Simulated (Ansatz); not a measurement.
Results of PBE0-D3(BJ) in Ansatz (PAW) for diamond-structure Ge.

Run with plane-wave cutoff 460 eV, 8×8×8 k mesh, Fermi–Dirac smearing 0.01 eV, scalar-relativistic PAW data made under PBE.

Cell (relaxed at this level):

```xyz
2
Lattice="0.0000 2.8104 2.8104 2.8104 0.0000 2.8104 2.8104 2.8104 0.0000" Properties=species:S:1:pos:R:3 pbc="T T T"
Ge     0.0000     0.0000     0.0000
Ge     1.4052     1.4052     1.4052
```

Estimate the bulk modulus B0, band gap and smallest direct gap on the k points sampled that the calculation returns.


bulk modulus B0: 79.8 GPa
band gap: 1.44 eV (on the SCF k mesh) (indirect)
smallest direct gap on the k points sampled: 1.60 eV

Measured, for comparison: band gap 0.79 eV (measured zero-point renormalisation of 52 meV added back here; inputs from Miglio et al. (2020), arXiv:2011.12765); bulk modulus 77.3 GPa (low-temperature value with the zero-point effect removed, our sources range from 77.3 to 79.4; as tabulated in Tanner et al. (2021), arXiv:2110.11888). Computed (rounded) less measured: bulk modulus +3 % (+0.5 % to +3 % over the range).

Spin–orbit coupling is not included.

Static lattice: no zero-point or thermal effects.

It cost around 10 core-minutes (rough) of CPU time.

Ansatz is a first-principles code.
